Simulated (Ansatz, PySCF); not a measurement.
pyrrole (C4H5N), SMILES c1cc[nH]c1.

Geometry optimised at B3LYP-D3(BJ)/def2-SVP.

Vertical ionisation energy (IE) and electron affinity (EA) in eV. Rows of orbital energies are one-electron estimates. Where ΔSCF, EOM or ADC give a negative EA the extra electron is unbound and the value depends on the basis.

| level | IE | EA |
|---|---|---|
| −ε(HOMO), −ε(LUMO), HF/def2-TZVP (PySCF) | 8.05 | -3.64 |
| −ε(HOMO), −ε(LUMO), PBE/def2-TZVP (PySCF) | 5.08 | -0.02 |
| ΔSCF, CAM-B3LYP/def2-SVPD (Ansatz), final states of multiplicity 2 and 2 | ? | ? |
| ΔSCF, PBE/def2-SVPD (Ansatz), final states of multiplicity 2 and 2 | 8.31 | -1.79 |

### Question
Complete the blanks. (An estimate is asked for; the answer gives what the named calculation found.)

### Answer

- ΔSCF, CAM-B3LYP/def2-SVPD (Ansatz, a program for electronic structure), final states of multiplicity 2 and 2, IE: 8.30
- ΔSCF, CAM-B3LYP/def2-SVPD (Ansatz), final states of multiplicity 2 and 2, EA: -2.07

### Question
What vertical singlet–triplet gap does ΔSCF give with CAM-B3LYP/def2-SVPD (Ansatz) and with PBE/def2-SVPD (Ansatz)? (An estimate is asked for; the answer gives what the named calculation found.)

### Answer
4.35 and 4.43 eV (triplet above singlet where positive).
